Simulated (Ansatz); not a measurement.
We consider hcp Re, described by PBE (PAW; Ansatz, a first-principles code).

Run with plane-wave cutoff 520 eV, 24×24×12 k mesh (along the axes of the cell as run), Fermi–Dirac smearing 0.05 eV, no spin polarisation, scalar-relativistic PAW data made under PBE.

Energies at three volumes about the minimum:

```tsv
V (Å³/atom)	E − E_lowest (meV/atom)
14.650	7.04
14.949	0.00
15.248	6.57
```

Fit a parabola by hand: where is the minimum, and what is the bulk modulus?

Slopes: (0.00 − 7.04)/(14.949 − 14.650) = -23.545 and (6.57 − 0.00)/(15.248 − 14.949) = 21.973 meV/Å³. Curvature E″ = 2 × (21.973 − (-23.545))/(15.248 − 14.650) = 152.234 meV/Å⁶. From the middle of the first interval, the slope vanishes at V0 = 14.7995 − (-23.545)/152.234 = 14.954 Å³/atom. B = V0 E″ = 14.954 × 152.234 meV/Å³ × 0.1602 GPa per meV/Å³ = 365 GPa. The full Birch–Murnaghan fit to all volumes gives V0 = 14.949 Å³/atom and B0 = 364 GPa.

Shape and atoms are relaxed at each volume.

Measured, for comparison: bulk modulus 369 GPa (zero-point energy and finite temperature contributions removed, sources range from 369 to 381; as tabulated in doi:10.1021/acs.jctc.3c00612); equilibrium volume per atom 14.62 Å³/atom (copied from a table, unchecked, extrapolated to 0 K and zero-point effects removed; as tabulated in Lejaeghere et al. (2013), arXiv:1204.2733). Computed less measured: bulk modulus -1.4 % (-1.4 % to -4.5 % over the range), equilibrium volume per atom not scored (unchecked).
